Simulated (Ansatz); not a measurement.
Energy needed to pull apart BNHF (SMILES N=BF), singlet, into free ground-state atoms, from the structure below (displaced at random from a GFN2-xTB minimum); no zero-point or spin–orbit terms; open-shell atoms are treated unrestricted, in their ground-state multiplicity.

```
atom    x (Å)    y (Å)    z (Å)
  N1   0.7013  -0.1292  -0.1405
  B2  -0.4389   0.1196   0.0958
  F3  -1.7280   0.4506   0.4067
  H4   1.6340  -0.2338  -0.4116
```

Program: Ansatz 0.2.0. Basis: def2-TZVPP. Cores are frozen in the correlated methods. B3LYP uses VWN-RPA correlation.

| method | atomization energy (kcal/mol) |
| --- | --- |
| PBE-D4 | 412.2 |
| r2SCAN-D4 | 395.6 |
| PBE0-D4 | 395.8 |
| B3LYP-D4 | 398.8 |
| CAM-B3LYP-D4 | ? |
| wB97M-V | 398.5 |
| HF | 270.4 |
| MP2 | 397.9 |
| CCSD | ? |
| CCSD(T) | 379.0 |

(1) What does CAM-B3LYP-D4 give? (Judge from chemistry; the value comes from the calculation.)

(2) What does CCSD give? (Judge from chemistry; the value comes from the calculation.)

T1 diagnostic: at most 0.014.

Answers

(1) By the calculation: 401.1 kcal/mol, which is about 22.2 kcal/mol more than CCSD(T)/def2-TZVPP.

(2) Computed: 370.7 kcal/mol, which is about 8.3 kcal/mol less than CCSD(T)/def2-TZVPP.

In triple zeta the MP2 and coupled-cluster atomization energies are still short of their basis limit by a few kcal/mol a bond, whereas those of the functionals are nearly converged, so these differences are not deviations from converged CCSD(T).

For scale, one of the runs: CCSD(T)/def2-TZVPP forces, 107 basis functions (an equivalent command: `ansatz run in.yaml --threads 4`). Time: 11 s of wall clock on 4 CPU threads; the host was shared. Peak host memory: 0.67 GiB.
